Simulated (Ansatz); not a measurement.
Basis-set extrapolation for C₂H₅NOS, SMILES `C/N=C(/O)S` (PBE0-D4/def2-TZVP geometry, frozen core, Ansatz 0.2.0). Multiplicity 1, RHF reference.

|  | def2-TZVPP | def2-QZVPP |
| --- | --- | --- |
| HF | -605.570518 | -605.591351 |
| MP2 correlation | -0.951217 | -1.021904 |
| CCSD(T) correlation | -1.027776 | not run |

Energies in hartree. Use E(X) = E(∞) + A·exp(−7.88·√X) for Hartree–Fock and E(X) = E(∞) + B·X^(−2.97) for correlation, with X = 3 and 4, and add CCSD(T) minus MP2 of the smaller set to the MP2 limit.

**Question.** What is the CCSD(T) energy at the basis-set limit?

**Answer.** HF limit: -605.591351 + (-0.020833) × 0.13774 = -605.59422. MP2 limit: -1.021904 + (-0.070687) × 0.74074 = -1.07426. Higher-order term: -1.027776 − (-0.951217) = -0.07656. Total: -606.74504 hartree, 385.3 kJ/mol below CCSD(T)/def2-TZVPP.
